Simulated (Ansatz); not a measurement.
Abridged output of a molecular run in Ansatz:

```
Functional definition: HF
708 factors; integrals over basis functions are off by at most 1.0e-3 eV
mean field evaluation 1: about -2148.2170 eV, gradient 1.7e1 eV
mean field evaluation 2: about -2148.2189 eV, gradient 1.7e1 eV
mean field evaluation 4: about -2149.8952 eV, gradient 3.0e0 eV
mean field evaluation 8: about -2150.2545 eV, gradient 5.1e-1 eV
mean field evaluation 16: about -2150.2877 eV, gradient 5.6e-6 eV
mean field -2150.28769213 eV, -79.0216151683 hartree, gradient 2.1e-6 eV, S^2 2.046013; 14 other end points of the search recorded, 0 dependent functions left out
2 core orbitals not correlated: weight in the atoms' cores, before any rotation towards them, 1.000 or more for the frozen orbitals, at most 0.000 for the correlated occupied ones
reference -2150.28769213 eV, -79.0216151683 hartree; 5, 3 occupied and 107, 109 virtual orbitals, 708 factors
second order -6.39139590 eV of doubles, -0.00000000 eV of singles
cycle   1  -6.49305443 eV  change   -1.0e-1 eV  update   7.9e-2
cycle   2  -6.72128763 eV  change   -2.3e-1 eV  update   3.3e-2
cycle   3  -6.81871277 eV  change   -9.7e-2 eV  update   2.7e-2
cycle   4  -6.82527378 eV  change   -6.6e-3 eV  update   1.3e-2
cycle   5  -6.83368347 eV  change   -8.4e-3 eV  update   7.5e-3
cycle   6  -6.83845270 eV  change   -4.8e-3 eV  update   3.0e-3
cycle   7  -6.83915120 eV  change   -7.0e-4 eV  update   1.4e-3
cycle   8  -6.83970267 eV  change   -5.5e-4 eV  update   6.6e-4
cycle   9  -6.83962250 eV  change    8.0e-5 eV  update   3.0e-4
cycle  10  -6.83962043 eV  change    2.1e-6 eV  update   1.2e-4
cycle  11  -6.83966811 eV  change   -4.8e-5 eV  update   5.9e-5
cycle  12  -6.83964737 eV  change    2.1e-5 eV  update   3.1e-5
cycle  13  -6.83964340 eV  change    4.0e-6 eV  update   1.2e-5
cycle  14  -6.83963449 eV  change    8.9e-6 eV  update   5.7e-6
perturbative correction -0.37211835 eV, -0.0136750970 hartree
Total energy: -2157.49944496 eV, -79.2866421965 hartree
Checks for a lower state left out: cluster_reference
```

Its atoms:

Z-matrix (Å, degrees):
```
B
N 1 1.315
```

(1) Which basis set was used?
A. cc-pV(T+d)Z
B. def2-SVPD
C. def2-QZVPP
D. def2-SVP

(2) Write the keys of the input that set method, charge and spin (a neutral closed shell needs none for the last two).

Answers

(1) C. It gives 114 functions.

(2) 
```yaml
magnetization: {spin_polarized: true, initial_magnetization: 2}
correlation: {method: ccsd_t}
scf: {omitted_lower_state_checks: [cluster_reference]}
```
